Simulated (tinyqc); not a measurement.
Hueckel theory of the pi electrons, for the molecule C1=CN=C1 (SMILES; centres numbered as the heavy atoms are written), step by step. One step of it, computed by the program tinyqc.

Problem. Orbitals. Diagonalise; E = alpha + x beta with beta < 0, so the largest x are filled first; degenerate levels share their electrons. P = sum n_i c_ri c_si; each orbital has its largest coefficient positive (the first on a tie).

Hueckel matrix in units of beta (H = alpha + beta A):
```
          1C        2C        3N        4C
1C  0.000000  1.000000  0.000000  1.000000
2C  1.000000  0.000000  1.000000  0.000000
3N  0.000000  1.000000  0.500000  1.000000
4C  1.000000  0.000000  1.000000  0.000000
```

pi electrons, sum of z_r less the charge = 4

Give: x values; occupations; coefficients; charge and bond-order matrix P.

Solution.

x values: 2.1465  0.2462  0.0000  -1.8926

occupations: 2.0000  2.0000  0.0000  0.0000

coefficients:
```
       MO1      MO2      MO3      MO4
1C  0.4471   0.7124   0.0000   0.5410
2C  0.4798   0.0877   0.7071  -0.5120
3N  0.5828  -0.6908   0.0000   0.4279
4C  0.4798   0.0877  -0.7071  -0.5120
```

charge and bond-order matrix P:
```
         1C      2C       3N      4C
1C   1.4146  0.5539  -0.4630  0.5539
2C   0.5539  0.4758   0.4382  0.4758
3N  -0.4630  0.4382   1.6337  0.4382
4C   0.5539  0.4758   0.4382  0.4758
```
